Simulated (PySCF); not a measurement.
Work out the structure from these simulated measurements.

Formula: C3H7OPS.

| Property | Result |
| --- | --- |
| 13C NMR | chemical shifts (computed TMS as zero) by class: 214.3 (1 C), 29.8 (1 C), 17.6 (1 C) ppm [GIAO PBE0/pcSseg-1] |
| UV, strongest line | among the 8 lowest singlet transitions: S7 at 5.97 eV (208 nm, f = 0.047) [TDDFT B3LYP/def2-SVPD] |
| Rotational structure | rotational constants A, B, C: 2.973, 1.858, 1.362 GHz [GFN2-xTB] |
| Polarisability | 88.8 au [B3LYP/def2-SVPD] |
| Triplet | lowest triplet excitation (Tamm–Dancoff): 2.83 eV [TDA B3LYP/def2-SVPD] |
| 1H NMR | chemical shifts (computed TMS as zero) by class: 7.29 (1 H), 2.75 (3 H), 1.63 (3 H) ppm [GIAO PBE0/pcSseg-1] |

The electronic properties come from PySCF, for the isolated species, density fitting. Levels stand in brackets. The structure is a single GFN2-xTB conformer in the gas phase; no vibrational or solvent corrections. NMR classes are plain means over equivalent atoms (diastereotopic ones count apart unless rotation or inversion swaps them), as if these changed places fast.

Q: What is the compound? Reason from the data.

A: Numbering: `[CH3:1][C:2](=[O:3])[P@@H:4]([CH3:5])=[S:6]`. 3 carbons fall into 3 classes; from least to most shielded: carbonyl carbon [C2] (214.3 ppm), methyl carbon next to a carbonyl [C1] (29.8 ppm), sp3 carbon bound to phosphorus [C5] (17.6 ppm). Hydrogen classes from least to most shielded: 1 H on a phosphorus bonded to 2 C, S and H, P4 (7.29 ppm), 3 H on a methyl carbon next to a carbonyl, C1 (2.75 ppm, a mean of values up to 1.7 ppm apart in this geometry), 3 H on an sp3 carbon bound to phosphorus, C5 (1.63 ppm, a mean of values up to 0.9 ppm apart in this geometry). The optimised geometry has point group C1 and is an asymmetric top. Structure: `CC(=O)[P@@H](C)=S`. Computed isomers that give other values at the same levels: `OCP1(=S)CC1` (13C chemical shifts (computed TMS as zero) by class: 70.7 (1 C), 15.7 (2 C) ppm). The assignments are read from this structure; whether some other isomer fits the data as well wasn't checked. The mirror image fits equally.

The values belong to the conformer `[CH3:1][C:2](=[O:3])[P@@H:4]([CH3:5])=[S:6]`: C1–C2–P4–C5 161°.
